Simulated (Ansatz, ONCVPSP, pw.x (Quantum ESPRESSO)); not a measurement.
**pw.x on fcc W: one setting changed**

Potential: optimised norm-conserving Vanderbilt (ONCV), ONCVPSP 4.0.1.1 (patched build), PBEsol; core [Kr] 4d10 4f14, reference 5s2 5p6 5d4 6s2; waves: 5s+6s: rc 1.75 bohr, ncon 4, nbas 7, qcut 7.8 1/bohr, 2 projectors; 5p: rc 1.80 bohr, ncon 4, nbas 7, qcut 6 1/bohr, 2 projectors, debl 1.7 Ha; 5d: rc 2.45 bohr, ncon 4, nbas 8, qcut 7.8 1/bohr, 2 projectors, debl 3.8 Ha; local part: polynomial inside 1.25 bohr (lpopt 4, dvloc0 0 Ha); core correction: Teter function fitted to the true core (icmod 2), fcfact 0.45.

The reference run (k-mesh 14³, cutoffs 55/220 Ry, Fermi–Dirac 0.01 Ry, mixing_beta 0.4, conv_thr 1e-9, no spin) gives -2.88 GPa at 15.995 Å³/atom, where all-electron LAPW gives 0.14 GPa. This run, with its own iteration cap, changes degauss to 0.005.

```
&control
  calculation='scf', prefix='x', pseudo_dir='./', outdir='./tmp', tstress=.true., disk_io='none'
/
&system
  ibrav=0, nat=1, ntyp=1, ecutwfc=55, ecutrho=220, nbnd=15,
  occupations='smearing', smearing='fd', degauss=0.005
/
&electrons
  conv_thr=1e-09, mixing_beta=0.4, electron_maxstep=50
/
ATOMIC_SPECIES
W 1.0 W.UPF
CELL_PARAMETERS angstrom
  0.00000000 1.99979164 1.99979164
  1.99979164 0.00000000 1.99979164
  1.99979164 1.99979164 0.00000000
ATOMIC_POSITIONS crystal
W 0.0000 0.0000 0.0000
K_POINTS automatic
14 14 14 0 0 0
```

```bash
pw.x < W.scf.in > W.scf.out
```

How does the run end?

It converges in 7 iterations; the free energy moves by +26.7 meV/atom and the pressure by -0.29 GPa. In a metal, with Fermi–Dirac smearing, F lies below its zero-width value by a term in the square of the width.

```
Message from routine setup:
     using ibrav=0 with symmetry is DISCOURAGED, use correct ibrav instead
     lattice parameter (alat)  =       5.3444  a.u.
     unit-cell volume          =     107.9396 (a.u.)^3
     number of electrons       =        14.00
     number of Kohn-Sham states=           15
     kinetic-energy cutoff     =      55.0000  Ry
     charge density cutoff     =     220.0000  Ry
     scf convergence threshold =      1.0E-09
     Exchange-correlation= PBESOL
     number of k points=   104  Fermi-Dirac smearing, width (Ry)=  0.0050
     iteration #  1     ecut=    55.00 Ry     beta= 0.40
     total energy              =    -155.87488648 Ry
     estimated scf accuracy    <       0.03697451 Ry
     iteration #  2     ecut=    55.00 Ry     beta= 0.40
     total energy              =    -155.87544243 Ry
     estimated scf accuracy    <       0.00523295 Ry
     iteration #  3     ecut=    55.00 Ry     beta= 0.40
     total energy              =    -155.87603494 Ry
     estimated scf accuracy    <       0.00029731 Ry
     iteration #  4     ecut=    55.00 Ry     beta= 0.40
     total energy              =    -155.87605153 Ry
     estimated scf accuracy    <       0.00000210 Ry
     iteration #  5     ecut=    55.00 Ry     beta= 0.40
     total energy              =    -155.87605239 Ry
     estimated scf accuracy    <       0.00000022 Ry
     iteration #  6     ecut=    55.00 Ry     beta= 0.40
     total energy              =    -155.87605241 Ry
     estimated scf accuracy    <          1.3E-09 Ry
     iteration #  7     ecut=    55.00 Ry     beta= 0.40
     the Fermi energy is    21.5194 ev
!    total energy              =    -155.87605241 Ry
     estimated scf accuracy    <          1.2E-10 Ry
     smearing contrib. (-TS)   =      -0.00133909 Ry
     The total energy is F=E-TS. E is the sum of the following terms:
     one-electron contribution =     -16.73280802 Ry
     hartree contribution      =      16.66488135 Ry
     xc contribution           =     -36.91037825 Ry
     ewald contribution        =    -118.89640840 Ry
     convergence has been achieved in   7 iterations
          total   stress  (Ry/bohr**3)                   (kbar)     P=      -31.64
     Message from routine punch:
     Nothing written, as per user request (disk_io='none')
```

The run took about 12 s on one core of a shared host (Neoverse-V1, 32 threads, 247 GiB, load 32).
